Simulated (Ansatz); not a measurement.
An input meant for B₃H₆ (charge 0, doublet; atoms displaced at random, 0.03 Å in each coordinate).

```yaml
crystal:
  periodic: [false, false, false]
  atoms:
    - {symbol: B, position_ang: [-0.287735, -0.507382, -0.102461]}
    - {symbol: B, position_ang: [0.566279, 0.115304, 0.300250]}
    - {symbol: B, position_ang: [-0.123750, 0.603789, -0.125958]}
    - {symbol: H, position_ang: [-0.260384, -0.760145, -0.739404]}
    - {symbol: H, position_ang: [-0.174734, 1.312379, -0.151104]}
    - {symbol: H, position_ang: [1.180758, 0.289217, 0.577790]}
    - {symbol: H, position_ang: [0.605079, -0.653612, 0.376319]}
    - {symbol: H, position_ang: [-0.716694, 0.332274, -0.401478]}
    - {symbol: H, position_ang: [-0.735307, -0.696861, 0.439864]}
basis:
  gaussian: {orbitals: "6-31G*", final_grid: {core_spheres: 8, valence_spheres: 7, degree: 23}}
magnetization: {spin_polarized: true, initial_magnetization: 1}
hamiltonian: {xc: {name: PBE-QIDH}}
scf: {lower_state_search: off}
output: {forces: true}
```

```sh
$ ansatz run in.yaml --threads 4 --pin off --events-out ev --progress --plain --max-ram 3916MiB
```

It prints (some lines left out):

```
Functional definition: PBE-QIDH
609 factors; integrals over basis functions are off by at most 1.4e-4 eV
mean field evaluation 1: about -2038.0651 eV, gradient 4.6e1 eV
mean field evaluation 2: about -2038.0675 eV, gradient 4.6e1 eV
mean field evaluation 4: about -2045.9641 eV, gradient 1.4e0 eV
mean field evaluation 8: about -2045.9843 eV, gradient 5.1e-2 eV
mean field evaluation 16: about -2045.9844 eV, gradient 4.5e-5 eV
mean field -2045.98437977 eV, -75.1885391386 hartree, gradient 6.5e-6 eV, S^2 0.754771; 0 other end points of the search recorded, 0 dependent functions left out
3 core orbitals not correlated: weight in the atoms' cores, before any rotation towards them, 0.999 or more for the frozen orbitals, at most 0.001 for the correlated occupied ones
reference -2045.98438797 eV, -75.1885394398 hartree; 8, 7 occupied and 46, 47 virtual orbitals, 609 factors
second order -8.51336289 eV of doubles, -0.00000000 eV of singles
Total energy: -2048.82217560 eV, -75.2928262117 hartree
Atom 0 at    -0.287735    -0.507382    -0.102461 Å, force    -2.131472   -13.187170     8.509404 eV/Å
Atom 1 at     0.566279     0.115304     0.300250 Å, force    33.442290    -7.424357    21.400100 eV/Å
Atom 2 at    -0.123750     0.603789    -0.125958 Å, force   -11.709260    40.373985   -15.147486 eV/Å
Atom 3 at    -0.260384    -0.760145    -0.739404 Å, force     1.360571   -23.319684   -48.646392 eV/Å
Atom 4 at    -0.174734     1.312379    -0.151104 Å, force    -3.656591    45.200573    -2.334203 eV/Å
Atom 5 at     1.180758     0.289217     0.577790 Å, force    43.560368    12.758601    20.025923 eV/Å
Atom 6 at     0.605079    -0.653612     0.376319 Å, force     7.199177   -31.489162     5.580833 eV/Å
Atom 7 at    -0.716694     0.332274    -0.401478 Å, force   -40.719287    -9.320831   -19.369333 eV/Å
Atom 8 at    -0.735307    -0.696861     0.439864 Å, force   -27.345796   -13.591957    29.981155 eV/Å
Dipole moment:    -0.075701    -0.138112    -0.015365 e Å
Checks for a lower state left out: starts, cluster_reference, orbital_swaps, neighbouring_geometries, increment
```

Task: What is wrong with this run?

Result: The geometry is squeezed to about two thirds of its size. The calculation finished and met its thresholds. The result belongs to that input, not to the species as meant.
